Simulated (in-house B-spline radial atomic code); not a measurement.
Functionals against successive ionisation energies: Ne to Ne⁶⁺

Ionisation energies as differences of self-consistent total energies from a B-spline radial code for spherical atoms: all electrons, radial basis limit, scalar-relativistic (one-electron X2C), spin-polarised at highest spin, spherical densities; exact exchange is averaged over the determinants of each configuration. No spin-orbit coupling, Breit or QED terms. NIST's values run from ground level to ground level, so in open shells the differences also hold multiplet and fine-structure energies that spherical high-spin averages miss. Columns give computed minus NIST, in eV; a star marks a semi-empirical value. Species are left out where the tabulated value is theory, is uncertain by more than 0.12 eV, or (13 ions, such as In⁴⁺, Te⁴⁺ and Bi⁴⁺) lies off its series for all methods alike, which flatters the means a little.

```tsv
species	shell	NIST (eV)	LDA exchange-only	B3LYP	CAM-B3LYP	BHandHLYP	revTPSS
Ne	2p	21.56	-1.07	+0.36	+0.35	-0.15	+0.45
Ne⁺	2p	40.96	-1.44	+0.46	+0.43	+0.02	+0.28
Ne²⁺	2p	63.42	-2.47	+0.25	+0.18	+0.03	-0.72
Ne³⁺	2p	97.19*	-0.97	+0.61	+0.56	+0.44	+0.65
Ne⁴⁺	2p	126.25 ± 0.01	-0.82	+1.04	+0.97	+0.83	+0.71
Ne⁵⁺	2p	157.93 ± 0.005	-1.59	+0.76	+0.67	+0.76	-0.37
Ne⁶⁺	2s	207.27 ± 0.01	-4.88	-1.64	-1.76	-1.95	-1.82
```

**Question.** How do the methods rank, and which species is hardest?

**Answer.** Mean absolute (signed) differences: BHandHLYP 0.60 (0.00) eV; CAM-B3LYP 0.71 (+0.20) eV; revTPSS 0.71 (-0.12) eV; B3LYP 0.73 (+0.26) eV; LDA exchange-only 1.89 (-1.89) eV. For Ne⁶⁺, which loses a 2s electron, the nearest method is off by -1.64 eV, the largest such miss.
